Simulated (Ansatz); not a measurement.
# Crystal structures of carbon under HSE06

Computed with Ansatz, DFT, HSE06, plane waves (420 eV) with PAW, scalar-relativistic. The PAW files were generated under PBE, with cores re-solved for the functional.

Each structure is relaxed within its own symmetry, so a high-lying one may be dynamically unstable. No dispersion correction is added.

The hybrid is evaluated at the semilocal geometry on a coarser k-mesh, and its energy is corrected by the semilocal functional's change from that mesh to the dense one.

(1) Rank these structures of carbon by energy per atom, lowest first.
A. diamond
B. bcc
C. graphite
D. simple cubic
E. fcc

| structure | ΔE (meV/atom) | V (Å³/atom) | cell | magnetic state |
| --- | --- | --- | --- | --- |
| graphite | 0 | 11.23 | a = 2.467 Å, c = 8.527 Å (c/a = 3.457) | spin not included |
| diamond | 64 | 5.70 | a = 3.572 Å | spin not included |
| simple cubic | 3015 | 5.53 | a = 1.768 Å | spin not included |
| bcc | 4777 | 6.69 | a = 2.374 Å | spin not included |
| fcc | 5004 | 7.32 | a = 3.082 Å | spin not included |

ΔE counts from graphite.

Differences under about 20 meV lie within the error of the k-point mesh.

This functional, with no dispersion term, lets the cell expand far past the measured one (graphite).

Results:

(1) C (0 meV/atom), A (64 meV/atom), D (3015 meV/atom), B (4777 meV/atom), E (5004 meV/atom).
